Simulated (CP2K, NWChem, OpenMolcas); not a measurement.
PH3 (phosphine): methods side by side

PH3 has 4 atoms, charge 0, and is taken as a singlet. As SMILES, `P`. The coordinates come from a PBE0-D4/def2-TZVP relaxation.

Quantity: the dipole moment, in D. The values are calculated.

Measured value to compare with: NIST CCCBDB gives the dipole moment of the gas as 0.58 D.

| level | kind | program | value (D) | computed − measured | CPU time |
| --- | --- | --- | --- | --- | --- |
| MNDO | semi-empirical | CP2K | 1.15 | +0.57 | under 2 s |
| HF/aug-cc-pVTZ | Hartree–Fock | NWChem | 0.67 | +0.09 | 37 s |
| SVWN5/aug-cc-pVTZ | LDA | NWChem | 0.68 | +0.10 | 29 s |
| BLYP/aug-cc-pVTZ | GGA | OpenMolcas | 0.55 | -0.03 | 45 s |
| M06-L/aug-cc-pVTZ | meta-GGA | OpenMolcas | 0.63 | +0.05 | 59 s |
| BHLYP/aug-cc-pVTZ | global hybrid | NWChem | 0.61 | +0.03 | 37 s |
| CAM-B3LYP/aug-cc-pVTZ | range-separated hybrid | NWChem | 0.63 | +0.05 | 3 min |

Nearest: BLYP/aug-cc-pVTZ (-0.03 D), BHLYP/aug-cc-pVTZ (+0.03 D); farthest: MNDO (+0.57 D). The measured dipole is a vibrational average, so differences of a few hundredths of a debye mean little. Computed less measured by kind, in D (aug-cc-pVTZ rows): semi-empirical +0.57; Hartree–Fock +0.09; LDA +0.10; GGA -0.03; meta-GGA +0.05; global hybrid +0.03; range-separated hybrid +0.05. Magnitudes only: a small dipole may point the other way at some levels. CPU times are rough (shared hosts, several kinds of processor): they show what a rung costs within a factor of a few.
